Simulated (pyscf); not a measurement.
Structures and frequencies: ωB97X-D3(BJ)/def2-SVP in PySCF.

Task: Estimate by transition-state theory the rate constant of F–GeH₂–GeH₂• + hydrogen (H₂) → F–GeH₂–GeH₃ + H atom (H•) (doublet surface; H–H broken, Ge–H formed) at 298 K, with ωB97M-D3(BJ)/def2-TZVP energies (ideal gas, 1 atm, RRHO with modes under 100 cm⁻¹ raised to 100, one conformer, R ln 2 for chiral ones without a mode under 150 cm⁻¹; no tunnelling).

Result: The electronic barrier is 24.8 kcal/mol and the thermal terms add +5.6, so ΔG‡ = 30.4 kcal/mol. With k_BT/h = 6.21e+12 s⁻¹ and RT = 0.592 kcal/mol, and a volume of 4.06e-20 cm³ per molecule at 1 atm, k = 1.4e-29 cm³ molecule⁻¹ s⁻¹. Wigner's tunnelling factor for 729i cm⁻¹ would be 1.52, likely too low at so high a frequency. A shift of 1 kcal/mol in the barrier changes k by a factor 5.4. This is the saddle that the search found; another between the same sides may lie lower. The angle at the transferred H is 178°. Elements up to Kr have no core potential and no relativistic terms here.
